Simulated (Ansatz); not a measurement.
Task: Name a neutral molecule of C, N and H with HOMO–LUMO gap (PBE/def2-TZVPP) between 4.55 and 4.85 eV and HOMO energy (PBE/def2-TZVPP) between -7.55 and -7.25 eV (Ansatz, PBE0-D4/def2-TZVP geometry).

Result: `C=CC#N` (4.66 eV, -7.35 eV). Other molecules can fit too; these were computed, each in one conformer that needn't be the lowest.
